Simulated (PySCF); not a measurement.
Compound: cyclopentanol, C5H10O.
Structure used (GFN2-xTB), in Å, numbered top down from 1:
```xyz
16
C5H10O angstrom
O      1.846    0.923   -0.623
C      0.952    0.467    0.372
C      0.602   -1.026    0.220
C     -0.710   -1.034   -0.561
C     -1.460    0.152    0.037
C     -0.377    1.223    0.186
H      2.672    0.432   -0.554
H      1.391    0.660    1.363
H      1.396   -1.574   -0.288
H      0.450   -1.469    1.205
H     -1.252   -1.973   -0.462
H     -0.512   -0.851   -1.617
H     -2.286    0.487   -0.587
H     -1.858   -0.120    1.017
H     -0.577    1.906    1.009
H     -0.286    1.805   -0.730
```

A PySCF run (density fitting, gas phase, GFN2-xTB geometry) gave HOMO -7.56 eV, LUMO 1.32 eV, dipole 1.51 D and E = -271.420 Eh.

**Question.** Which of these levels was it?
A. PBE0/def2-SVP
B. PBE/pcSseg-1
C. PBE0/pcSseg-1

**Answer.** C. It is PBE0/pcSseg-1. All candidates on this geometry:

```tsv
level and settings	kind	basis functions	SCF cycles	E (Eh)	HOMO (eV)	LUMO (eV)	dipole (D)
PBE/pcSseg-1	GGA	152	14	-271.3850	-5.89	0.45	1.41
PBE0/pcSseg-1, energy threshold 1e-11 Eh, damping 0.2 at the start, DIIS from the seventh cycle	global hybrid	152	15	-271.4202	-7.56	1.32	1.51
PBE0/def2-SVP, grid level 3, start guess sap	global hybrid	134	14	-271.2569	-7.39	1.66	1.43
```

The nearest other candidate, by the summed differences of HOMO and LUMO, is PBE0/def2-SVP: its HOMO differs by +0.17 eV and its LUMO by +0.34 eV. Cycle counts include a coarse-grid stage where the run had one.
